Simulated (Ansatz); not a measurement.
HgS (P3₂21, No. 154), treated with HSE06 in Ansatz (plane waves, PAW).

Numerical settings: plane-wave cutoff 460 eV, 6×6×4 k mesh (along the axes of the cell as run), Fermi–Dirac smearing 0.01 eV, scalar-relativistic PAW data made under PBE.

Cell (relaxed with PBEsol):

```
HgS
1.0
    4.14005     0.00000     0.00000
   -2.07003     3.58539     0.00000
    0.00000     0.00000     9.41178
Hg S
3 3
Direct
  0.28938   0.00000   0.66667
  0.00000   0.28938   0.33333
  0.71062   0.71062   0.00000
  0.50065   0.00000   0.16667
  0.00000   0.50065   0.83333
  0.49935   0.49935   0.50000
```

Question: Predict the band gap and smallest direct gap on the k points sampled.

Answer: 
- band gap = 2.11 eV
- smallest direct gap on the k points sampled = 2.16 eV

Note: cell and atoms aren't relaxed at this level (pressure 2.0 GPa).

Spin–orbit coupling is not included.

Computed values are for the static lattice.

Ansatz is an electronic-structure program.
